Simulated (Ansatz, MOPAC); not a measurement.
Species: C$_{2}$H$_{3}$O$_{2}$, charge 0, multiplicity 2. SMILES: CO[C]=O

Atoms: C1, O2, O3, C4, H5, H6, H7. Bonds: C1-O2, C1-O3, O3-C4, C4-H5, C4-H6, C4-H7.

Bond lengths (Å) and angles (degrees) optimised at PM3 with MOPAC; HF/3-21G with Ansatz (a program for electronic structure); MP2/6-31G* with Ansatz, each started from the B3LYP-D3(BJ)/def2-TZVP structure (Ansatz) of the last column. A row stands for all coordinates that are equal there; 10 of 11 kinds are shown. 6-31G* holds six Cartesian d functions. No wavenumbers were computed at MP2/6-31G*, so these may be saddle points.

```tsv
coordinate	PM3	HF/3-21G	MP2/6-31G*	B3LYP-D3(BJ)/def2-TZVP
C1-O2	1.179	1.187	1.203	1.186
C1-O3	1.320	1.325	1.329	1.311
O3-C4	1.426	1.474	1.459	1.464
C4-H5	1.092	1.074	1.087	1.085
C4-H6	1.095	1.079	1.090	1.088
O2-C1-O3	139.2	130.8	130.2	131.1
C1-O3-C4	118.3	118.6	114.1	116.1
O3-C4-H5	102.5	105.0	105.1	105.3
O3-C4-H6	111.7	109.5	109.6	109.4
H5-C4-H6	110.4	111.2	111.2	111.2
```

Mean signed difference of all 6 bond lengths from B3LYP-D3(BJ)/def2-TZVP: PM3 -0.003 Å, HF/3-21G -0.001 Å, MP2/6-31G* 0.006 Å.
